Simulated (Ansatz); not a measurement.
The same path of CH₆BN (9 atoms, charge 0, multiplicity 1) was run twice with different band settings. Lost on the way: B1–H2, B1–C3. Made: H2–C3.

Computed with RKS B3LYP-D4/6-31G* (Ansatz).

Relaxed end points:

```xyz
9
Properties=species:S:1:pos:R:3
B 0.117 -0.183 0.314
H -0.142 -0.589 1.416
C 1.607 0.080 -0.136
H 2.174 -0.863 -0.139
H 1.702 0.526 -1.135
H 2.125 0.735 0.577
N -0.963 0.039 -0.546
H -1.924 -0.127 -0.283
H -0.859 0.382 -1.492
```

```xyz
9
Properties=species:S:1:pos:R:3
B -1.448 -0.152 0.808
H 1.248 0.068 0.936
C 1.976 0.111 0.120
H 1.952 -0.828 -0.441
H 1.734 0.948 -0.543
H 2.979 0.259 0.531
N -1.517 -0.139 -0.578
H -2.394 -0.192 -1.090
H -0.693 -0.076 -1.169
```

Common settings: movable images 5; climbing image yes; optimiser quadratic models (default); start path through a guess of the saddle point; force threshold 0.03 eV/Å; iteration limit 60; end points relaxed.

| run | spring |
| --- | --- |
| 1 | 5.0 eV/Å² |
| 2 | 0.1 eV/Å² |

**Question.** What does each run give, and how far can it be trusted?

**Answer.** Run 1: converged after 27 iterations, highest image 4.373 eV above the first end. Neighbouring images differ by up to 3.5 eV, so the band resolves the path poorly. A vibrational analysis at the climbing image gives one clearly imaginary mode, 1251i cm⁻¹: a first-order saddle point.
Run 2: converged after 28 iterations, highest image 4.373 eV above the first end. Beside the main top the profile has a ripple of under 15 meV (maxima at images 3, 5), which may be a very shallow well or noise. Neighbouring images differ by up to 3.7 eV, so the band resolves the path poorly. Another band between the same ends (5 images) ends at a top of the same energy, where a vibrational analysis finds 1 clearly imaginary mode.
The orbitals stay closed-shell, which can raise the energy where a bond breaks towards radicals; this wasn't checked here.
